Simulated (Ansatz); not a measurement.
Worked example: building the atomization energy of C$_{4}$H$_{10}$, singlet

Measured: the G2/97 heats of formation, with zero-point and thermal terms from B3LYP taken off, give an electronic atomization energy of 1302.6 kcal/mol (Curtiss et al., J. Chem. Phys. 106, 1063 (1997); Staroverov et al., J. Chem. Phys. 119, 12129 (2003)). The calculation below tries to reproduce it.

Geometry (MP2(full)/6-31G*, from the G2/97 set):

```yaml
atoms:
  - { symbol: C, position_ang: [0.0000, 0.0000, 0.3679] }
  - { symbol: H, position_ang: [0.0000, 0.0000, 1.4662] }
  - { symbol: C, position_ang: [0.0000, 1.4503, -0.1053] }
  - { symbol: H, position_ang: [0.0000, 1.4940, -1.1999] }
  - { symbol: H, position_ang: [-0.8855, 1.9847, 0.2522] }
  - { symbol: H, position_ang: [0.8855, 1.9847, 0.2522] }
  - { symbol: C, position_ang: [1.2560, -0.7251, -0.1053] }
  - { symbol: H, position_ang: [1.2938, -0.7470, -1.1999] }
  - { symbol: H, position_ang: [2.1615, -0.2255, 0.2522] }
  - { symbol: H, position_ang: [1.2761, -1.7592, 0.2522] }
  - { symbol: C, position_ang: [-1.2560, -0.7251, -0.1053] }
  - { symbol: H, position_ang: [-1.2938, -0.7470, -1.1999] }
  - { symbol: H, position_ang: [-1.2761, -1.7592, 0.2522] }
  - { symbol: H, position_ang: [-2.1615, -0.2255, 0.2522] }
```

Atomization energies (atoms less molecule, kcal/mol) from Ansatz 0.2.0, frozen cores, restricted molecule, unrestricted atoms, sets cc-pVDZ, cc-pVTZ, cc-pVQZ:

| level | DZ | TZ | QZ |
| --- | --- | --- | --- |
| HF | 986.08 | 998.58 | 999.68 |
| CCSD(T) | 1221.74 | 1276.91 | 1291.39 |
| CCSDT | 1221.58 | – | – |
| CCSDT(Q) | 1222.12 | – | – |

Extrapolate Hartree–Fock with exp(−5.46 √X) and the CCSD(T) correlation part with X⁻³ (X = 3, 4), add each higher step from the largest set that has it, and compare with the measured value.

Hartree–Fock: 999.68 + (999.68 − 998.58) × 0.301 = 1000.01.
Correlation: TZ 278.33, QZ 291.71; (64 × 291.71 − 27 × 278.33) / 37 = 301.47.
Full triples (DZ): 1221.58 − 1221.74 = -0.16.
(Q) (DZ): 1222.12 − 1221.58 = 0.54.
Sum: 1301.9 kcal/mol, 0.7 below the measured 1302.6.

The steps beyond CCSD(T) add 0.38 kcal/mol, while going from QZ to the limit adds 10.09. Core correlation, scalar relativity, spin–orbit terms and the relaxation from this MP2 geometry are missing from the sum, and the measured value has its own uncertainty.
